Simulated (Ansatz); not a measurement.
Reaction (SMILES): Cl[CH]Cl → Cl[CH-]Cl (an electron is taken up)
B3LYP-D3(BJ)/def2-TZVP geometries, fixed; electronic energies without zero-point terms; positive where energy is released.

Effect of the final integration grid (spheres per factor e of radius in core and valence, angular degree) at PBE/aug-cc-pV(T+d)Z with Ansatz (a quantum-chemistry and plane-wave program), against the last row, where the adiabatic electron affinity is 1.28 eV. Open shells are unrestricted. The default's grid is 13, 11, 36.

```
setting                     largest shift of a total energy (mEh)  shift of the adiabatic electron affinity (eV)
--------------------------  -------------------------------------  ---------------------------------------------
accuracy: medium (default)                                  0.000                                          0.000
final_grid: 4, 3, 11                                       -0.960                                          0.030
final_grid: 6, 5, 17                                       -0.104                                         -0.005
final_grid: 8, 7, 23                                        0.010                                          0.000
final_grid: 10, 9, 29                                       0.002                                          0.000
final_grid: 18, 15, 47                                      0.000                                          0.000
final_grid: 26, 22, 59                                      0.000                                          0.000
```

Within 0.01 eV in the adiabatic electron affinity: accuracy: medium (default); final_grid: 6, 5, 17; final_grid: 8, 7, 23; final_grid: 10, 9, 29; final_grid: 18, 15, 47. The largest shift is 0.960 mEh in a total energy and 0.030 eV in the difference.
